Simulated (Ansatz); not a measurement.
# C2H3ClO: the cost of one run

Program: Ansatz 0.2.0, Gaussian basis. Level of theory: RKS PBE0-D4/def2-TZVP. These are calculated values, not measurements.

The runs, in order: relaxation at PBE0-D4/def2-TZVP; harmonic vibrations at the same level.

1 further run of the same task is left out (set aside as unsound or not needed).

## (1) The starting structure

SMILES `CC(=O)Cl`, 7 atoms, charge 0, spin multiplicity 1.

Atoms are counted from 1 here; the program's logs count them from 0.

Bond lengths: C1–C2 1.486 Å, C1–H5 1.087 Å, C1–H6 1.088 Å, C1–H7 1.088 Å, C2–O3 1.183 Å, C2–Cl4 1.777 Å. Angles: C2–C1–H5 109.6°, C2–C1–H6 109.8°, C2–C1–H7 109.6°, H5–C1–H6 110.2°, H5–C1–H7 110.0°, H6–C1–H7 107.7°, C1–C2–O3 128.9°, C1–C2–Cl4 111.5°, O3–C2–Cl4 119.6°.

The start is a GFN2-xTB geometry.

## (2) Relaxation at PBE0-D4/def2-TZVP

The input, in.yaml:

```yaml
crystal:
  periodic: [false, false, false]
  atoms:
    - {symbol: C, position_ang: [0.139990, 0.665100, 0.105970]}
    - {symbol: C, position_ang: [0.019340, -0.813610, 0.022090]}
    - {symbol: O, position_ang: [0.681950, -1.643530, 0.542210]}
    - {symbol: Cl, position_ang: [-1.330550, -1.297400, -1.028170]}
    - {symbol: H, position_ang: [0.961280, 0.926750, 0.768770]}
    - {symbol: H, position_ang: [-0.790450, 1.089680, 0.476020]}
    - {symbol: H, position_ang: [0.318450, 1.073010, -0.886890]}
basis:
  gaussian: {orbitals: def2-TZVP}
hamiltonian: {xc: pbe0, dispersion: d4}
relax: {f_tol: 0.005, max_steps: 150}
```

On the command line:

```
ansatz run in.yaml --threads 4 --pin off --events-out ev --progress --plain --max-ram 10444MiB
```

Q: Estimate wall time and peak memory on 4 threads of Arm Neoverse V1, shared host.

About 10 s, with a peak of 0.29 GiB.
